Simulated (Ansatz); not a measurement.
Geometry optimisation, Ansatz, RKS B3LYP-D4/cc-pVDZ.

Input file:

```yaml
crystal:
  periodic: [false, false, false]
  atoms:
    - { symbol: C, position_ang: [0.39674, 0.75377, -1.3196] }
    - { symbol: C, position_ang: [0.17964, 0.07572, -0.3167] }
    - { symbol: C, position_ang: [0.0912, -0.19261, 1.02925] }
    - { symbol: Cl, position_ang: [-1.66109, -0.30777, 1.61145] }
    - { symbol: H, position_ang: [0.42818, 0.78517, -2.38101] }
    - { symbol: H, position_ang: [0.56532, -1.11428, 1.37662] }
total_charge: -1
basis:
  gaussian: { orbitals: cc-pVDZ }
hamiltonian:
  xc: b3lyp
  dispersion: d4
relax:
  f_tol: 0.015
  max_steps: 40
```

Command:

```bash
$ ansatz run input.yaml --threads 1 --pin off --max-ram 2048MiB --backend cpu --events-out ev --progress --plain --runs-dir out
```

**Question.** Where does it end, and by what steps?

**Answer.** The run converged. Limits of this set-up: an anion without diffuse functions, the dipole of an ion depends on the origin. After 16 steps the energy has fallen by 0.342 eV; C3 moved furthest, 0.31 Å.

```csv
step,energy less start (eV),largest force component (eV/Å),accepted
0,0.0000,1.778,yes
1,-0.1386,0.526,yes
2,-0.1933,0.771,yes
3,-0.1197,1.579,no
4,-0.2274,0.678,yes
5,-0.2402,1.435,yes
6,-0.2732,1.186,yes
7,-0.3079,0.501,yes
8,-0.3189,0.488,yes
9,-0.3300,0.473,yes
10,-0.3369,0.348,yes
11,-0.3399,0.176,yes
12,-0.3414,0.064,yes
13,-0.3415,0.018,yes
14,-0.3412,0.086,no
15,-0.3415,0.016,yes
16,-0.3415,0.011,yes
```

```xyz
6
Properties=species:S:1:pos:R:3
C 0.531 0.986 -1.310
C 0.216 0.245 -0.296
C -0.031 -0.405 0.841
Cl -1.679 -0.305 1.682
H 0.352 0.557 -2.318
H 0.611 -1.080 1.402
```

Time of the run: 22 s on 1 thread of Intel(R) Xeon(R) 6975P-C (Granite Rapids), with other jobs on the host, peak memory 0.15 GiB.
